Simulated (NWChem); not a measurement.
## Ionisation of Al (+1)

```xyz
1

Al     0.0000     0.0000     0.0000
```
Charge +1, spin multiplicity 1.

Everything below was run with NWChem.

Basis set: def2-TZVPD. −ε marks an orbital energy of the parent.

Problem. Order these methods by the first vertical ionisation energy they give, lowest first: −ε(HOMO) of HF, −ε(HOMO) of M06-2X, −ε(HOMO) of PBE, G0W0@PBE.

Solution. −ε(HOMO) of PBE (14.79 eV), −ε(HOMO) of M06-2X (16.85 eV), −ε(HOMO) of HF (17.75 eV), G0W0@PBE (18.64 eV)
